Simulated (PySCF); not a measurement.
Ligands exchanged one at a time, B F-SH. Isolated molecules, 0 K electronic values unless said otherwise. One relaxed conformer stands for each flexible species; it need not be the lowest. Strings in code marks are SMILES.

Quantity: redistribution energy (mixed species minus the weighted end members), in kcal/mol.

Case: 2 of 3 F replaced by SH: `SB(S)F` (S–B–S–H torsion -180°, S–B–S–H torsion 180°). The other species in the difference include `FB(F)F` (neutral, multiplicity 1). Geometry of `FB(S)S` (neutral, multiplicity 1, Å):

```xyz
6

F      0.0202     1.3512    -0.1364
B      0.0004     0.0256    -0.0025
S     -1.5728    -0.8578     0.1643
S      1.5461    -0.9196     0.0154
H     -2.3355     0.2466     0.0913
H      2.3415     0.1540    -0.1320
```

**Question.** Give the redistribution energy (mixed species minus the weighted end members) at the level B3LYP/3-21G // B3LYP-D3(BJ)/def2-TZVP (PySCF).

**Answer.** -1.29 kcal/mol.
